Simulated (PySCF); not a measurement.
# SO⁺: one state, many levels of theory

State: ²Π (doublet), unpaired electrons π ↑. Set-up: basis S def2-TZVPPD, O def2-TZVPPD; no relativity; PySCF 2.14. De refers to S⁺ + O in their high-spin ground configurations, without counterpoise correction. The functionals are run spin-unrestricted. A positive dipole points towards O; it is taken about the centre of mass and depends on that origin. Levels whose curve was spin-contaminated or gave no clean fit are not listed.

| Level | Re (Å) | ωe (cm⁻¹) | De (eV) | μ (D) | CPU s a point (SCF and correlation, without the integrals) |
| --- | --- | --- | --- | --- | --- |
| UHF-CCSD | 1.421 | 1380 | 4.62 | n/a | n/a |
| UHF-CCSD(T) | 1.436 | 1304 | 5.02 | n/a | 53 |
| LDA | 1.428 | 1340 | 7.36 | -2.16 | 2.2 |
| PBE | 1.441 | 1301 | 6.15 | -2.12 | 2 |
| PW91 | 1.439 | 1301 | 6.16 | -2.13 | 2 |
| r²SCAN | 1.426 | 1359 | 5.52 | -2.16 | 7.1 |
| TPSSh | 1.427 | 1356 | 5.37 | -2.16 | 3.9 |
| B3LYP | 1.422 | 1372 | 5.49 | -2.29 | 3 |
| PBE0 | 1.415 | 1414 | 5.34 | -2.26 | 6.2 |
| MN15 | 1.407 | 1454 | 5.45 | -2.27 | 4.1 |
| LC-ωPBE | 1.406 | 1472 | 5.34 | -2.33 | 3 |

Problem. Which functional lies closest to UHF-CCSD(T) in De, which farthest, and by how much do they differ from it?

Solution. Closest is PBE0 (-2.1 pm in Re, +8.4 % in ωe, +0.32 eV in De against UHF-CCSD(T) in the same basis), farthest LDA (-0.8 pm in Re, +2.8 % in ωe, +2.34 eV in De). CCSD(T) converges more slowly with the basis than the functionals do and binds too weakly in this one, so the order can change at the basis-set limit.

Problem. What does the step from GGA to meta-GGA do here, going from PBE to r²SCAN?

Solution. r²SCAN less PBE: -1.5 pm in Re, +4.5 % in ωe, -0.63 eV in De. 

Problem. What does the gradient correction do here, going from LDA to PBE?

Solution. PBE less LDA: +1.3 pm in Re, -2.9 % in ωe, -1.21 eV in De. The gradient correction favours the more uneven density of free atoms, so it tends to lengthen bonds and takes away much of the overbinding of LDA; so it does here.

Correlated steps freeze 6 core orbitals. For an ion De counts to the pair picked by the measured ionisation energies or electron affinities, which need not be the lowest pair at this level. Counting both spins, an empty level lies below a filled one in some of these solutions, because spin and occupation are held. The state is the lowest determinant that a PBE0 search found; another state may lie lower at other levels.

The whole job (state search and all levels along the bond) took about 8.3 min on 2 threads of Arm Neoverse V1 (shared host), peak memory 3.2 GiB.
